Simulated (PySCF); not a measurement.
**Spin states of SiCl**

Unrestricted PBE0; PySCF, no relativity, basis sets Si def2-TZVP, Cl def2-TZVP. Outer shells of the fragments: Si 3s2 3p2; Cl 3s2 3p5.

Followed along the bond (rough minima from three points):

```json
{"2Ms+1": "2", "unpaired": "π ↑", "⟨S²⟩ at the start": "0.76", "R at minimum (Å)": "2.07", "Te (eV)": "0.00"}
{"2Ms+1": "4", "unpaired": "σ ↑, π ↑↑", "⟨S²⟩ at the start": "3.75", "R at minimum (Å)": "2.07", "Te (eV)": "2.94"}
```

Solutions found at the starting distance of 2.085 Å, counted from the lowest of them; the search is not exhaustive and high or unbound solutions are not listed, so other states can lie among these:

| 2Ms+1 | unpaired | term | E (eV) | ⟨S²⟩ | ⟨Lz²⟩ | μ (D) |
| --- | --- | --- | --- | --- | --- | --- |
| 2 | π ↑ | ²Π | 0.00 | 0.76 | 1.01 | -0.89 |
| 4 | σ ↑, π ↑↑ | ⁴Σ⁻ | 2.94 | 3.75 | 0.00 | -0.85 |
| 2 | σ ↑ | ²Σ⁺ | 3.21 | 0.75 | 0.00 | -0.39 |
| 2 | σ ↑, π ↑↓ | mixed | 3.94 | 1.76 | 2.03 | -0.37 |
| 2 | σ ↓, π ↑↑ | mixed | 4.26 | 1.77 | 0.00 | 0.04 |
| 4 | π ↑↑↑ | ⁴Π | 5.22 | 3.77 | 1.01 | 3.57 |
| 4 | σ ↑↑, π ↑ | ⁴Π | 6.05 | 3.76 | 1.00 | -0.31 |
| 4 | σ ↑, π ↑↑ | mixed | 7.85 | 3.76 | 2.02 | 3.59 |
| 4 | σ ↑, π ↑↑ | mixed | 8.09 | 3.76 | 2.02 | 3.60 |

A term symbol is given only where ⟨S²⟩ and ⟨Lz²⟩ are close to those of a pure state; real π, δ and φ orbitals otherwise mix terms. A positive dipole means Si(−)Cl(+).

Counting both spins, an empty level lies below a filled one in some of these solutions, because spin and occupation are held.
